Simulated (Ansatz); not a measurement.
**CH₂BS+ (SMILES [CH2+]B=S): a relaxation**

Where does the structure go when it is relaxed from here with these settings?

Program: Ansatz 0.2.0, Gaussian basis. Level of theory: r2SCAN-D4/def2-SVP. These are calculated values, not measurements.

### Step 1. Where the work starts

The start, displaced at random: SMILES `[CH2+]B=S`, 5 atoms, charge 1, spin multiplicity 1.

Atoms are counted from 1 here; the program's logs count them from 0.

Bond lengths: C1–B2 1.361 Å, C1–H4 1.178 Å, C1–H5 1.226 Å, B2–S3 1.534 Å. Angles: B2–C1–H4 141.5°, B2–C1–H5 114.5°, H4–C1–H5 104.0°, C1–B2–S3 157.6°.

As a file:

```xyz
5
charge 1, multiplicity 1
C    -0.3079    0.4748   -0.2232
B     0.3684   -0.6360    0.1782
S     1.1715   -1.5451    1.1166
H    -0.4187    1.6233    0.0163
H    -1.0738    0.2920   -1.1624
```

### Step 2. The relaxation

run/in.yaml reads:

```yaml
crystal:
  periodic: [false, false, false]
  atoms:
    - {symbol: C, position_ang: [-0.307910, 0.474830, -0.223153]}
    - {symbol: B, position_ang: [0.368413, -0.636001, 0.178180]}
    - {symbol: S, position_ang: [1.171526, -1.545111, 1.116650]}
    - {symbol: H, position_ang: [-0.418706, 1.623307, 0.016334]}
    - {symbol: H, position_ang: [-1.073772, 0.291977, -1.162379]}
basis:
  gaussian: {orbitals: def2-SVP}
total_charge: 1
hamiltonian: {xc: r2scan, dispersion: d4}
relax: {f_tol: 0.2, max_steps: 5, max_displacement: 0.5}
```

Run with:

```sh
$ ansatz run in.yaml --threads 1 --pin off --events-out ev --progress --plain --max-ram 4352MiB
```

Q: Predict the outcome of this session. Wanted: energy change; last largest force; RMSD from the start.

As calculated:

| quantity | value |
| --- | --- |
| steps | 5 |
| energy change | -109.0 kJ/mol |
| last largest force | 0.0947 eV/Å |
| RMSD from the start | 0.138 Å |

In words: It converged in 5 steps at a force tolerance of 0.2 eV/Å. So loose a tolerance leaves the structure only roughly relaxed.
